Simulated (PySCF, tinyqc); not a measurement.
RKS/BLYP in the sto-3g basis, for CH2, spin multiplicity 1, step by step (part 2 of 2). The lowest restricted solution is unstable here: a spin-polarised one lies 0.0237 hartree lower (PySCF). Computed by tinyqc, a small Python program that keeps every step (integrals from PySCF). Command: `OMP_NUM_THREADS=1 python tinyqc.py 23175 23176 out.jsonl` (the two numbers bound the seeds that draw the settings). One thread of a shared host (Intel(R) Xeon(R) Processor @ 2.60GHz), about 0.7 s of CPU time with the checks.

Geometry (angstrom):
```
atom        x         y        z
C     0.00000   0.00000  0.00000
H     0.00000   0.93300  0.63100
H     0.00000  -0.93300  0.63100
```

## Iteration 2: diagonalisation and new density

extrapolated F (hartree):
```
           1C 1s     1C 2s   1C 2px    1C 2py    1C 2pz     2H 1s     3H 1s
1C 1s   -9.55537  -2.63877  0.00000   0.00000  -0.00540  -0.61679  -0.61679
1C 2s   -2.63877  -1.09650  0.00000   0.00000  -0.07182  -0.47322  -0.47322
1C 2px   0.00000   0.00000  0.01035   0.00000   0.00000   0.00000   0.00000
1C 2py   0.00000   0.00000  0.00000  -0.10833   0.00000  -0.20428   0.20428
1C 2pz  -0.00540  -0.07182  0.00000   0.00000  -0.06078  -0.15635  -0.15635
2H 1s   -0.61679  -0.47322  0.00000  -0.20428  -0.15635  -0.27915  -0.15695
3H 1s   -0.61679  -0.47322  0.00000   0.20428  -0.15635  -0.15695  -0.27915
```

X:
```
           1C 1s     1C 2s   1C 2px    1C 2py    1C 2pz     2H 1s     3H 1s
1C 1s    1.02703  -0.15358  0.00000   0.00000  -0.01285   0.02603   0.02603
1C 2s   -0.15358   1.27829  0.00000   0.00000   0.13455  -0.33149  -0.33149
1C 2px   0.00000   0.00000  1.00000   0.00000   0.00000   0.00000   0.00000
1C 2py   0.00000   0.00000  0.00000   1.16200   0.00000  -0.27240   0.27240
1C 2pz  -0.01285   0.13455  0.00000   0.00000   1.07127  -0.17618  -0.17618
2H 1s    0.02603  -0.33149  0.00000  -0.27240  -0.17618   1.24172  -0.02733
3H 1s    0.02603  -0.33149  0.00000   0.27240  -0.17618  -0.02733   1.24172
```

Diagonalise F' = X^T F X, C = X C', fill 4 alpha and 4 beta electrons from the bottom; D = 2 C_occ C_occ^T. Each column has its largest component positive (the first on a tie).

F' = X^T F X (hartree):
```
          1         2        3         4         5         6         7
1  -9.33117  -1.45168  0.00000   0.00000  -0.02500  -0.08738  -0.08738
2  -1.45168  -0.39803  0.00000   0.00000   0.06715  -0.27983  -0.27983
3   0.00000   0.00000  0.01035   0.00000   0.00000   0.00000   0.00000
4   0.00000   0.00000  0.00000   0.09424   0.00000  -0.25502   0.25502
5  -0.02500   0.06715  0.00000   0.00000   0.02764  -0.16698  -0.16698
6  -0.08738  -0.27983  0.00000  -0.25502  -0.16698   0.03048  -0.03911
7  -0.08738  -0.27983  0.00000   0.25502  -0.16698  -0.03911   0.03048
```

orbital energies (hartree): MO1 -9.56474, MO2 -0.48622, MO3 -0.27895, MO4 -0.08615, MO5 0.01035, MO6 0.42692, MO7 0.44278

coefficients C:
```
             MO1       MO2       MO3       MO4      MO5       MO6       MO7
1C 1s    0.99061  -0.21816   0.00000   0.14112  0.00000  -0.17629   0.00000
1C 2s    0.04048   0.64973   0.00000  -0.62251  0.00000   1.04124   0.00000
1C 2px   0.00000   0.00000   0.00000   0.00000  1.00000   0.00000   0.00000
1C 2py   0.00000   0.00000   0.53049   0.00000  0.00000   0.00000   1.10328
1C 2pz   0.00574   0.15130   0.00000   0.76936  0.00000   0.78302   0.00000
2H 1s   -0.01015   0.29008   0.45597   0.23611  0.00000  -0.85964  -0.81947
3H 1s   -0.01015   0.29008  -0.45597   0.23611  0.00000  -0.85964   0.81947
```

D after iteration 2:
```
           1C 1s     1C 2s   1C 2px    1C 2py    1C 2pz     2H 1s     3H 1s
1C 1s    2.09762  -0.37897  0.00000   0.00000   0.16249  -0.08004  -0.08004
1C 2s   -0.37897   1.62261  0.00000   0.00000  -0.76079   0.08217   0.08217
1C 2px   0.00000   0.00000  0.00000   0.00000   0.00000   0.00000   0.00000
1C 2py   0.00000   0.00000  0.00000   0.56284   0.00000   0.48378  -0.48378
1C 2pz   0.16249  -0.76079  0.00000   0.00000   1.22969   0.45097   0.45097
2H 1s   -0.08004   0.08217  0.00000   0.48378   0.45097   0.69581  -0.13582
3H 1s   -0.08004   0.08217  0.00000  -0.48378   0.45097  -0.13582   0.69581
```

## Iteration 7 (converged): orbitals

converged F (hartree):
```
           1C 1s     1C 2s    1C 2px    1C 2py    1C 2pz     2H 1s     3H 1s
1C 1s   -9.66579  -2.66228   0.00000   0.00000  -0.01901  -0.62291  -0.62291
1C 2s   -2.66228  -1.13945   0.00000   0.00000  -0.13096  -0.49770  -0.49770
1C 2px   0.00000   0.00000  -0.04678   0.00000   0.00000   0.00000   0.00000
1C 2py   0.00000   0.00000   0.00000  -0.15166   0.00000  -0.22148   0.22148
1C 2pz  -0.01901  -0.13096   0.00000   0.00000  -0.08961  -0.18175  -0.18175
2H 1s   -0.62291  -0.49770   0.00000  -0.22148  -0.18175  -0.32430  -0.16485
3H 1s   -0.62291  -0.49770   0.00000   0.22148  -0.18175  -0.16485  -0.32430
```

As before.

F' = X^T F X (hartree):
```
          1         2         3         4         5         6         7
1  -9.44140  -1.45631   0.00000   0.00000  -0.03103  -0.08757  -0.08757
2  -1.45631  -0.44876   0.00000   0.00000   0.00235  -0.27485  -0.27485
3   0.00000   0.00000  -0.04678   0.00000   0.00000   0.00000   0.00000
4   0.00000   0.00000   0.00000   0.05198   0.00000  -0.25634   0.25634
5  -0.03103   0.00235   0.00000   0.00000  -0.00469  -0.16775  -0.16775
6  -0.08757  -0.27485   0.00000  -0.25634  -0.16775  -0.01183  -0.03878
7  -0.08757  -0.27485   0.00000   0.25634  -0.16775  -0.03878  -0.01183
```

orbital energies (hartree): MO1 -9.67497, MO2 -0.54760, MO3 -0.32327, MO4 -0.07324, MO5 -0.04678, MO6 0.35036, MO7 0.40221

coefficients C:
```
             MO1       MO2       MO3       MO4      MO5       MO6       MO7
1C 1s    0.99074  -0.21542   0.00000   0.15281  0.00000  -0.16901   0.00000
1C 2s    0.04013   0.64835   0.00000  -0.66230  0.00000   1.01729   0.00000
1C 2px   0.00000   0.00000   0.00000   0.00000  1.00000   0.00000   0.00000
1C 2py   0.00000   0.00000   0.53030   0.00000  0.00000   0.00000   1.10338
1C 2pz   0.00748   0.22672   0.00000   0.75777  0.00000   0.77607   0.00000
2H 1s   -0.01044   0.27214   0.45611   0.21895  0.00000  -0.86998  -0.81939
3H 1s   -0.01044   0.27214  -0.45611   0.21895  0.00000  -0.86998   0.81939
```

D after iteration 7:
```
           1C 1s     1C 2s   1C 2px    1C 2py    1C 2pz     2H 1s     3H 1s
1C 1s    2.10265  -0.40223  0.00000   0.00000   0.14874  -0.07102  -0.07102
1C 2s   -0.40223   1.72122  0.00000   0.00000  -0.70914   0.06203   0.06203
1C 2px   0.00000   0.00000  0.00000   0.00000   0.00000   0.00000   0.00000
1C 2py   0.00000   0.00000  0.00000   0.56244   0.00000   0.48375  -0.48375
1C 2pz   0.14874  -0.70914  0.00000   0.00000   1.25136   0.45507   0.45507
2H 1s   -0.07102   0.06203  0.00000   0.48375   0.45507   0.66029  -0.17186
3H 1s   -0.07102   0.06203  0.00000  -0.48375   0.45507  -0.17186   0.66029
```

## Convergence

Stop when the energy changes by less than 1e-09 hartree and every element of the error matrix X^T (F D S - S D F) X is below 9e-06.

Course of the cycle:
```
iteration  E (hartree)     change  largest element of the error matrix
1          -36.8822699          -                             6.15e-01
2          -38.1218142  -1.24e+00                             4.43e-01
3          -38.5717491  -4.50e-01                             4.89e-02
4          -38.5747053  -2.96e-03                             1.12e-02
5          -38.5748747  -1.69e-04                             9.85e-04
6          -38.5748760  -1.37e-06                             2.06e-06
7          -38.5748760  -4.16e-12                             2.89e-08
```

PySCF RKS in the same basis, fine grid = -38.5834444 hartree

Converged in 7 iterations. The coarse grid moves the energy by +8.57e-03 hartree.

## Populations, bond orders and dipole

overlap S:
```
          1C 1s    1C 2s   1C 2px    1C 2py   1C 2pz    2H 1s     3H 1s
1C 1s   1.00000  0.24836  0.00000   0.00000  0.00000  0.05721   0.05721
1C 2s   0.24836  1.00000  0.00000   0.00000  0.00000  0.47004   0.47004
1C 2px  0.00000  0.00000  1.00000   0.00000  0.00000  0.00000   0.00000
1C 2py  0.00000  0.00000  0.00000   1.00000  0.00000  0.37650  -0.37650
1C 2pz  0.00000  0.00000  0.00000   0.00000  1.00000  0.25463   0.25463
2H 1s   0.05721  0.47004  0.00000   0.37650  0.25463  1.00000   0.14795
3H 1s   0.05721  0.47004  0.00000  -0.37650  0.25463  0.14795   1.00000
```

Mulliken: Z minus the diagonal of D S on the atom; Loewdin: the same with S^(1/2) D S^(1/2); Mayer order: 2 sum_s sum (D(s) S)_ij (D(s) S)_ji over the two atoms.

Charges (e):
```
atom  Mulliken   Loewdin
1C    -0.08407  -0.02710
2H     0.04204   0.01355
3H     0.04204   0.01355
```

Mayer bond orders:
```
pair    order
2-1   0.98493
3-1   0.98493
3-2   0.01330
```

dipole moment about the origin, x y z (debye): 0.00000  0.00000  1.59463
